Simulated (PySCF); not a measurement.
**Dipole moment and polarisability of `[H]/N=C(\C#C)C#N`**

Species: C4H2N2.
Geometry (PBE0-D3(BJ)/def2-SVP, Å), atoms numbered from 1 in this order:
```
atom  x, y, z in Å
C1     1.801   -0.007    0.042
C2     0.596   -0.123   -0.007
C3    -0.835   -0.266   -0.065
N4    -1.483   -1.364   -0.077
C5    -1.580    0.981   -0.118
N6    -2.151    1.987   -0.160
H7     2.871    0.093    0.085
H8    -0.830   -2.153   -0.036
```

Level: B3LYP/def2-SVPD (PySCF), static field, nuclei fixed, core orbitals frozen in the response. The polarisability tensor in these axes (au):

```
x   77.11 -1.64  1.83
y   -1.64 63.75 -0.54
z    1.83 -0.54 35.13
```

Give the principal values, the mean and the anisotropy Δα = √{½[(α1 − α2)² + (α2 − α3)² + (α1 − α3)²]}.

Principal values 35.04, 63.55 and 77.39 au; mean 58.66 au = 8.69 Å³ = 9.67 × 10⁻⁴⁰ C²·m²/J; Δα = 37.41 au (64 % of the mean).

What is the dipole moment, and where does it point?

(4.20, -2.33, 0.22) D, 4.81 D in size, pointing from the negative to the positive side. Measured along this direction, the outermost atoms are N6 at the negative end and H7 at the positive end.

In TDDFT the mean static polarisability is Σ f/ω² over all singlet excitations (ω in hartree). How much of it do the 10 lowest give? Their energies (eV) and oscillator strengths: 4.23, 0.0017; 5.01, 0.0003; 5.26, 0.1069; 5.74, 0.0001; 6.07, 0.1056; 6.31, 0.0001; 6.61, 0.0060; 6.92, 0.1050; 7.35, 0.0137; 7.36, 0.0000.

They add up to 6.98 au, 11.9 % of the 58.66 au; the largest single term is 2.86 au, from the state at 5.26 eV. Terms in order: 0.07, 0.01, 2.86, 0.00, 2.13, 0.00, 0.10, 1.62, 0.19, 0.00 au. Higher excitations give the rest. The strengths listed sum to 0.340.

Traceless (Buckingham) quadrupole moment about the centre of nuclear charge: eigenvalues?

-5.37, 0.45, 4.92 D·Å. The values depend on the origin, since the dipole doesn't vanish. The electronic extent ⟨r²⟩ about the same centre is 558 bohr², a root-mean-square distance of 1.98 Å for the 40 electrons.

Refractivity n − 1 of an ideal gas of it at 298.15 K and 1 atm, from the electronic α?

N = p/kT = 2.4615 × 10¹⁹ cm⁻³, so n − 1 = 2π × N × 8.69 × 10⁻²⁴ cm³ = 1344 × 10⁻⁶ at long wavelengths.

What molar refraction does this α imply?

Lorentz–Lorenz: R = (4π/3)N_A α = 2.5225 cm³/(mol·Å³) × 8.69 Å³ = 21.9 cm³/mol, in the limit of long wavelengths.

Geometry: PBE0-D3(BJ)/def2-SVP; no solvent, vibrations or thermal averaging.
